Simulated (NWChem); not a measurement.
Correlation energy of butadiene (C4H6)

```
C
C 1 1.3403
H 2 1.0925 1 121.62
H 2 1.0947 3 117.11 1 180.00
H 1 1.0970 2 119.30 3 0.00
C 1 1.4547 5 116.36 2 180.00
C 6 1.3403 1 124.34 5 0.00
H 7 1.0925 6 121.62 1 180.00
H 7 1.0947 8 117.11 6 180.00
H 6 1.0970 7 119.30 8 0.00
```
Charge 0, spin multiplicity 1.

All runs are NWChem calculations. Structure: optimised with PBE0/def2-SVP, a minimum by its harmonic frequencies. It is one conformer; others weren't searched.

Basis set: cc-pVDZ. Each correlation energy counts from its own Hartree-Fock reference.

```tsv
method	correlation energy (mHa)	difference from CCSD(T)
CCSD(T)	-603.8	0.0
RI-MP2	-535.2	+68.6
CR-CCSD(T)	-597.8	+6.0
CCSD+T(CCSD)	-604.4	-0.6
CCSD	-582.0	+21.9
SCS-MP2	-533.0	+70.9
MP2	-535.3	+68.5
CR-CCSD[T]	-598.2	+5.6
```

The values span 71.4 mHa, from CCSD+T(CCSD) (lowest) to SCS-MP2 (highest). 

The correlated methods keep 4 core orbitals frozen. Differences from the coupled-cluster row are differences between methods, not errors against experiment.
